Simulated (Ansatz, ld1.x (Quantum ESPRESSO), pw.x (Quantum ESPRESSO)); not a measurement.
**Tc (diamond): variants of one TM potential in the solid**

```json
{
  "Element": "technetium",
  "Generator": "ld1.x (Quantum ESPRESSO) 7.5",
  "Type": "norm-conserving Troullier–Martins (Kleinman–Bylander form)",
  "Functional": "LDA (PW92)",
  "Relativity": "scalar-relativistic",
  "Frozen core": "[Kr]",
  "Valence charge": "7",
  "Reference configuration": "4d5 5s1.75 5p0.25",
  "Partial waves": "5p (bound): rc 3.45 bohr; 4d (bound): rc 2.30 bohr; 5s (bound): rc 2.45 bohr",
  "Local potential": "the s channel",
  "Core correction": "none"
}
```

Crystal test: diamond Tc in pw.x 7.5, no spin, 8³ k-points, Fermi–Dirac smearing 0.01 Ry, cutoffs set for each file from its atomic test. The reference is all-electron LAPW (Ansatz 0.2.0) with the same functional, mesh and smearing; V0 and B0 come from Birch–Murnaghan fits to the pressures at five volumes. Errors are pseudo minus all-electron; Δ is the rms difference of the E(V) curves that follow from these fits, minima aligned, over ±6 % about the mean V0. Mesh and smearing are coarse, so the numbers serve the comparison and aren't converged zero-temperature values; the lattice is a test structure that the element need not adopt.

All-electron: a0 = 5.444 Å (V0 = 20.17 Å³/atom), B0 = 173.3 GPa.

Base: The largest radius (3.45 bohr) exceeds half the bond length (2.23 bohr), so the spheres overlap, which is one possible source of error among others. This is a poor potential for the solid.

1 further variants are left out: they gave no file fit for a test, a broken result, the same result as the base, or pressures whose basis-set error rivals the error shown.

A dash in a converged row means that the minimum lies outside the volumes sampled.

| change | cutoffs (Ry) | pw.x | a0 (Å) | a0 error (%) | B0 error (%) | Δ (meV/atom) | mean pressure error (GPa) |
| --- | --- | --- | --- | --- | --- | --- | --- |
| base | 50/200 | converged | 5.509 | +1.20 | -4.0 | 27.3 | +6.48 |
| all radii scaled by about 0.85 (s 2.10, p 2.94, d 1.96 bohr) | 60/240 | converged | 5.481 | +0.67 | -2.5 | 15.3 | +3.57 |
| wave 4d (bound): rc 2.30 bohr becomes 4d (bound): rc 2.38 bohr | 50/200 | converged | 5.509 | +1.19 | -4.0 | 27.1 | +6.42 |
| core correction a·sin(br)/r model core inside 2.50 bohr | 50/200 | converged | – | – | – | – | +9.80 |

Give the row for: reference 4d5 5s1.5 5p0.

pw.x: converged; mean pressure error (GPa): +5.94; a0 (Å): 5.504; a0 error (%): +1.10; B0 error (%): -3.4; Δ (meV/atom): 25.1.
